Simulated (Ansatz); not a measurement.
**AlH3O (AlH2(OH)) at B3LYP/STO-3G**

What is the energy change on altering one bond length of AlH3O (AlH2(OH)) at B3LYP/STO-3G? 

The results are computed with Ansatz 0.2.0.

56 further runs of the same task are left out: 56 set aside as unsound or not needed.

## 1. The molecule

The species is AlH3O (5 atoms), meant as a singlet with charge 0. As SMILES, `[H][Al]([H])[OH]`. Geometry: a GFN2-xTB relaxation, a rough one for these elements and not checked as a minimum.

Bond lengths: Al1–O4 1.636 Å, Al1–H2 1.532 Å, Al1–H3 1.531 Å, O4–H5 0.949 Å. Angles: Al1–O4–H5 179.6°, H2–Al1–O4 120.0°, H3–Al1–O4 120.0°, H2–Al1–H3 120.0°.

## 2. A single-point energy at B3LYP/STO-3G

Contents of molecule.yaml:

```yaml
basis:
  gaussian:
    orbitals: STO-3G
crystal:
  periodic: [false, false, false]
  atoms:
    - {symbol: Al, position_ang: [0.271770, 0.451120, -0.109270]}
    - {symbol: H, position_ang: [1.798980, 0.417230, -0.221380]}
    - {symbol: H, position_ang: [-0.481020, 1.769010, -0.311810]}
    - {symbol: O, position_ang: [-0.555450, -0.920030, 0.226660]}
    - {symbol: H, position_ang: [-1.034280, -1.717330, 0.415800]}
hamiltonian:
  xc: {name: B3LYP}
accuracy: high
total_charge: 0
```

On the command line:

```sh
$ ansatz run molecule.yaml --threads 1 --pin off --max-ram 2610MiB --events-out events.jsonl --progress --plain --runs-dir runs
```

Output:

```text
Warning: RAYON_NUM_THREADS=1 ignored (pool sized by the plan → 1); use --threads N
Functional definition: B3LYP
  name "B3LYP"
  parameter a0 = 0.2
  parameter ax = 0.72
  parameter ac = 0.81
  exchange = (1 - a0 - ax)*slater_x + ax*b88_x + a0*exact_x
  correlation = (1 - ac)*vwn_rpa_c + ac*lyp_c
288 factors; integrals over basis functions are off by at most 2.9e-8 eV
mean field evaluation 1: about -8581.7408 eV, gradient 2.7e1 eV
mean field evaluation 2: about -8578.2107 eV, gradient 4.6e1 eV
mean field evaluation 4: about -8584.1095 eV, gradient 7.5e-1 eV
mean field evaluation 8: about -8584.0781 eV, gradient 3.5e-4 eV
mean field evaluation 16: about -8584.0781 eV, gradient 3.7e-9 eV
mean field -8584.07814161 eV, -315.4590532070 hartree, gradient 3.7e-9 eV, S^2 0.000000; 0 other end points of the search recorded, 0 dependent functions left out
reference -8584.07816871 eV, -315.4590542028 hartree; 12, 12 occupied and 5, 5 virtual orbitals, 288 factors
Total energy: -8584.07816871 eV, -315.4590542028 hartree
```

Wall time 1.4 s (1 thread of Intel Xeon Platinum 8259CL at 2.50GHz (Skylake/Cascade Lake), shared host); peak memory 0.11 GiB.

## 3. The distorted shape

Contents of job.yaml:

```yaml
crystal:
  periodic: [false, false, false]
  atoms:
    - symbol: Al
      position_ang: [-0.110015, 0.459592, -0.081244]
    - symbol: H
      position_ang: [1.798980, 0.417230, -0.221380]
    - symbol: H
      position_ang: [-0.862805, 1.777482, -0.283784]
    - symbol: O
      position_ang: [-0.937235, -0.911558, 0.254686]
    - symbol: H
      position_ang: [-1.416065, -1.708858, 0.443826]
basis:
  gaussian:
    orbitals: STO-3G
hamiltonian:
  xc: {name: B3LYP}
accuracy: high
```

On the command line:

```sh
$ ansatz run job.yaml --threads 1 --pin off --max-ram 2610MiB --events-out events.jsonl --progress --plain --runs-dir runs
```

Output:

```text
Warning: RAYON_NUM_THREADS=1 ignored (pool sized by the plan → 1); use --threads N
[... 7 set-up lines as earlier in the session ...]
288 factors; integrals over basis functions are off by at most 1.7e-8 eV
mean field evaluation 1: about -8580.0280 eV, gradient 2.8e1 eV
mean field evaluation 2: about -8575.6008 eV, gradient 5.1e1 eV
mean field evaluation 4: about -8582.9310 eV, gradient 1.6e0 eV
mean field evaluation 8: about -8582.8996 eV, gradient 2.6e-2 eV
mean field evaluation 16: about -8582.8996 eV, gradient 1.2e-8 eV
mean field -8582.89957019 eV, -315.4157415063 hartree, gradient 1.2e-8 eV, S^2 0.000000; 0 other end points of the search recorded, 0 dependent functions left out
reference -8582.89959798 eV, -315.4157425274 hartree; 12, 12 occupied and 5, 5 virtual orbitals, 288 factors
Total energy: -8582.89959798 eV, -315.4157425274 hartree
```

Wall time 1.4 s (1 thread of Intel Xeon Platinum 8259CL at 2.50GHz (Skylake/Cascade Lake), shared host); peak memory 0.11 GiB.

## 4. Summary of results

Level: B3LYP/STO-3G.

| quantity | value |
| --- | --- |
| first shape: total energy | -315.45905 Eh |
| distorted shape: total energy | -315.41574 Eh |
| energy change with the Al1–H2 bond stretched from 1.532 to 1.915 Å | 1.179 eV |

What this shows: With the Al1–H2 bond stretched from 1.532 to 1.915 Å the energy rises by 1.18 eV (27 kcal/mol). The first shape isn't relaxed at this level, so the change isn't measured from a minimum. The minimal basis adds a large error of its own.
